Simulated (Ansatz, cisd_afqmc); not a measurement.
Species: CH3F, charge 0, singlet. CH3F (SMILES FC).
B3LYP-D3(BJ)/def2-TZVP minimum from Ansatz (a quantum-chemistry and plane-wave program):
```xyz
5

C     -0.6251     0.0987     0.0634
F      0.7404    -0.1169    -0.0750
H     -0.8995    -0.0428     1.1096
H     -0.8540     1.1182    -0.2499
H     -1.1596    -0.6155    -0.5645
```

Total energies in cc-pVTZ, 14 correlated electrons, 2 frozen orbitals. Radicals and triplets start from unrestricted determinants; spin-orbit coupling is neglected. Cores are frozen in correlated methods. No relativity. AFQMC/CISD: phaseless, guided by CISD from CCSD amplitudes; bars are statistical, one sigma. Outlying blocks are dropped, and bars are widened where a walk drifts. Over all cases where full CI ran beside it in this data, AFQMC minus full CI had a median of +0.1 mEh and passed +0.4 mEh in a tenth of the cases.

```csv
method,program,energy (Eh),minus CCSDT(Q) (mEh)
HF,Ansatz,-139.09412,464.52
MP2,Ansatz,-139.52849,30.15
CCSD,Ansatz,-139.54464,14.00
CCSD(T),Ansatz,-139.55789,0.76
CCSDT(Q),Ansatz,-139.55864,0.00
AFQMC/CISD,cisd_afqmc,-139.5586 ± 0.0003,0.1 ± 0.3
```

Rough core times of Ansatz's runs on a shared machine: CCSD(T) under 20 s, CCSDT(Q) 9 min.
